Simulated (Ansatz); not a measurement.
bcc Eu

Method: rVV10 (Ansatz, an electronic-structure program, PAW).

Numerical settings: plane-wave cutoff 500 eV, 22×22×22 k mesh, Fermi–Dirac smearing 0.1 eV, spin-polarised with parallel moments, scalar-relativistic PAW data made under PBE.

Cell (relaxed at this level):

```xyz
1
Lattice="-2.1444 2.1444 2.1444 2.1444 -2.1444 2.1444 2.1444 2.1444 -2.1444" Properties=species:S:1:pos:R:3 pbc="T T T"
Eu     0.0000     0.0000     0.0000
```

```yaml
magnetic moment per atom (the cell's total over its atoms): 7.17 μB
```

Note: the 4f shell is treated without U or exact exchange, so its levels and filling can be wrong; the collinear magnetic order is the start's and need not be the measured one.

Moments are spin moments.

Spin–orbit coupling is not included.

The computed numbers hold no vibrational or temperature effects.

The result took roughly 2.8 core-minutes.
